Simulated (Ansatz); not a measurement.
# BCl3: the relaxed shape and its frontier levels

What does BCl3 look like as a singlet, and where do its frontier electrons sit?

Method: RKS PBE0-D4/def2-TZVP; program: Ansatz 0.2.0, Gaussian basis.

Plan: relaxation at PBE-D4/def2-TZVP; a search for the lowest solution at PBE0-D4/def2-SVP; a single point at PBE0-D4/def2-TZVP.

## (1) Starting geometry

4 atoms, charge 0, spin multiplicity 1.

Atoms are counted from 1 here; the program's logs count them from 0.

Bond lengths: B1–Cl2 1.722 Å, B1–Cl3 1.723 Å, B1–Cl4 1.724 Å. Angles: Cl2–B1–Cl3 120.0°, Cl2–B1–Cl4 120.0°, Cl3–B1–Cl4 120.0°.

The start is a GFN2-xTB geometry.

## (2) Optimising with PBE-D4/def2-TZVP

File in.yaml:

```yaml
crystal:
  periodic: [false, false, false]
  atoms:
    - {symbol: B, position_ang: [0.000530, 0.000400, 0.004030]}
    - {symbol: Cl, position_ang: [1.722160, -0.027500, 0.011870]}
    - {symbol: Cl, position_ang: [-0.837250, 1.505610, -0.018540]}
    - {symbol: Cl, position_ang: [-0.885440, -1.478510, 0.002640]}
basis:
  gaussian: {orbitals: def2-TZVP}
hamiltonian: {xc: pbe, dispersion: d4}
scf: {lower_state_search: "off"}
output: {orbitals: {seedname: orbitals}}
relax: {f_tol: 0.02, max_steps: 100}
```

Run with:

```
$ ansatz run in.yaml --threads 2 --pin off --events-out ev --progress --plain --max-ram 4352MiB
```

The runs that follow: Searching for the lowest solution, PBE0-D4/def2-SVP; Single point, PBE0-D4/def2-TZVP.

Before running them: what should the planned runs give, taken together? Wanted: point group; commonest bond; HOMO, LUMO at PBE0-D4/def2-TZVP; dipole at PBE-D4/def2-TZVP.

As calculated:

| quantity | value |
| --- | --- |
| point group | D3h |
| commonest bond | B–Cl, 3 of mean length 1.748 Å |
| HOMO, LUMO at PBE0-D4/def2-TZVP | -9.11, -1.75 eV |
| dipole at PBE-D4/def2-TZVP | 0.00 D |

What this shows: The molecule keeps its bonding pattern by the stored test; the atoms moved 0.02 Å (rms). No usable vibrations, so a minimum isn't proven.
